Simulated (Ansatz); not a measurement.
# NH₃+ (doublet): geometry and frequencies at several levels

Aim: geometry and frequencies at several levels, for NH₃+ (doublet), with the cost of each level. Charge +1. Spin multiplicity 2.

Program: Ansatz 0.2.0. Level of theory: the levels named in each step. These are calculated values, not measurements.

## (1) Starting point

Bond lengths: N1–H2 1.028 Å, N1–H3 1.028 Å, N1–H4 1.028 Å. Angles: H2–N1–H3 120.0°, H2–N1–H4 120.0°, H3–N1–H4 120.0°.

As a file:

```xyz
4

N     0.0000    0.0000    0.0000
H    -0.6302   -0.8123   -0.0077
H    -0.3890    0.9515    0.0205
H     1.0185   -0.1395   -0.0128
```

## (2) A rough first relaxation, PBE-D4/def2-SVP

Input file input.yaml:

```yaml
crystal:
  periodic: [false, false, false]
  atoms:
    - { symbol: "N", position_ang: [2.0e-05, 3.0e-05, -4.0e-05] }
    - { symbol: H, position_ang: [-0.6302, -0.81227, -0.00768] }
    - { symbol: H, position_ang: [-0.38896, 0.95146, 0.02052] }
    - { symbol: H, position_ang: [1.01852, -0.13946, -0.01277] }
magnetization:
  spin_polarized: true
  initial_magnetization: 1
total_charge: 1
basis:
  gaussian: { orbitals: def2-SVP }
hamiltonian:
  xc: pbe
  dispersion: d4
relax:
  f_tol: 0.03
  max_steps: 200
```

Started as:

```sh
ansatz run input.yaml --threads 2 --pin off --max-ram 5120MiB --backend cpu --events-out ev --progress --plain --runs-dir out
```

The runs that follow: Relaxation, PBE0-D4/def2-TZVPP; Relaxation, CCSD(T)/cc-pV(T+d)Z; Frequencies, CCSD(T)/cc-pV(T+d)Z; Relaxation, CCSD(T)/cc-pwCVTZ, all electrons.

Before running it: what results should come out? Wanted: N1–H2 at CCSD(T)/cc-pwCVTZ, all electrons; N1–H3 at CCSD(T)/cc-pwCVTZ, all electrons; frequencies at CCSD(T)/cc-pV(T+d)Z.

**Answer**, as computed:

| quantity | value |
| --- | --- |
| N1–H2 at CCSD(T)/cc-pwCVTZ, all electrons | 1.021 Å |
| N1–H3 at CCSD(T)/cc-pwCVTZ, all electrons | 1.021 Å |
| frequencies at CCSD(T)/cc-pV(T+d)Z | 863 to 3557 cm⁻¹ |

**Reading.** The N–H distance spreads over 0.002 Å, from CCSD(T)/cc-pwCVTZ, all electrons (shortest) to PBE0-D4/def2-TZVPP. No mode is imaginary, so the geometry is a minimum.
